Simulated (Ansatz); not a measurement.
**Si₂ (triplet): up Jacob's ladder to CCSD(T)**

Aim: compute Si₂ (triplet) with functionals from several rungs and with coupled cluster. The yardstick is the atomisation energy at the CCSD(T) limit.

Computed with Ansatz 0.2.0, Gaussian basis. Level: functionals in def2-TZVPP, the program's frozen cores in correlated methods.

Plan: LDA (SPW92), PBE-D4, revPBE-D4, BLYP-D4, r2SCAN-D4, B97M-V, PBE0-D4, B3LYP-D4, r2SCANh-D4, r2SCAN0-D4, HSE06-D4, BHLYP-D4, CAM-B3LYP-D4, LC-ωPBE, ωB97X-V, ωB97M-V, B2PLYP, PBE-QIDH; CCSD(T)/def2-SVP; CCSD(T)/def2-TZVPP; CCSD(T)/def2-QZVPP; extrapolation to the limit; RPA on PBE.

## (1) Structure used throughout

All runs share one geometry, relaxed beforehand with PBE0-D4 in a triple-zeta def2 set.

SMILES `[Si][Si] m3`, 2 atoms, charge 0, spin multiplicity 3.

Atoms are counted from 1 here; the program's logs count them from 0.

Bond lengths: Si1–Si2 2.255 Å.

## (2) LDA

This LDA is Slater exchange with PW92 correlation.

Input file in.yaml:

```yaml
crystal:
  periodic: [false, false, false]
  atoms:
    - {symbol: Si, position_ang: [0.000000, 0.000000, 1.127311]}
    - {symbol: Si, position_ang: [-0.000000, -0.000000, -1.127311]}
basis:
  gaussian: {orbitals: def2-TZVPP}
magnetization: {spin_polarized: true, initial_magnetization: 2}
hamiltonian: {xc: lda}
output: {orbitals: {seedname: orbitals}}
```

The run is started by

```sh
$ ansatz run in.yaml --threads 2 --pin off --events-out ev --progress --plain --max-ram 32768MiB --backend cpu
```

After this run come: PBE-D4 (GGA); revPBE-D4 (GGA); BLYP-D4 (GGA); r2SCAN-D4 (meta-GGA); B97M-V (meta-GGA); B3LYP-D4 (hybrid); r2SCANh-D4 (hybrid); r2SCAN0-D4 (hybrid); HSE06-D4 (hybrid); BHLYP-D4 (hybrid); CAM-B3LYP-D4 (range-separated); LC-ωPBE (range-separated); ωB97X-V (range-separated); ωB97M-V (range-separated); B2PLYP (double hybrid); PBE-QIDH (double hybrid); CCSD(T) in def2-SVP; CCSD(T) in def2-TZVPP; CCSD(T) in def2-QZVPP; RPA on PBE orbitals.

Q: Predict the results of all the runs planned. Wanted: atomisation energy, CCSD(T)/CBS; farthest beyond LDA; mean size of error, GGA; mean size of error, meta-GGA; mean size of error, hybrid; mean size of error, range-separated; mean size of error, double hybrid; gap, smallest and largest; T1 diagnostic.

The runs gave:

| quantity | value |
| --- | --- |
| atomisation energy, CCSD(T)/CBS | 3.291 eV |
| functionals within 0.016 eV (0.5 %) | none; nearest r2SCANh-D4 (+0.030 eV) |
| farthest beyond LDA | B97M-V (+0.416 eV) |
| mean size of error, GGA | 0.200 eV |
| mean size of error, meta-GGA | 0.256 eV |
| mean size of error, hybrid | 0.089 eV |
| mean size of error, range-separated | 0.131 eV |
| mean size of error, double hybrid | 0.107 eV |
| gap, smallest and largest | 0.06 eV (LDA (SPW92)), 6.97 eV (LC-ωPBE) |
| T1 diagnostic | 0.0190 |
| triples share of the correlation energy | 5.6 % |

**Reading.** The LDA atomisation energy is off by 0.756 eV (23 %): it overbinds. PBE-D4 misses by +0.285 eV. Double hybrids carry the basis error of their MP2 part in triple zeta, and no dispersion term here, so their miss is partly the set-up's. By mean error the best rung here is hybrid (0.089 eV) and the worst beyond LDA is meta-GGA (0.256 eV). The gap between the best rungs is small, so their order is not settled. RPA and LDA stand outside this count. The reference freezes the cores and leaves out relativity and excitations past (T), so misses under about 0.016 eV can't be ranked. Hartree-Fock recovers 55 % of the binding; the rest is correlation. CCSD(T) in def2-SVP is off by -0.549 eV, so the small basis spoils what the method gains. Orbital gaps span 0.1 to 7.0 eV; exact exchange widens them.
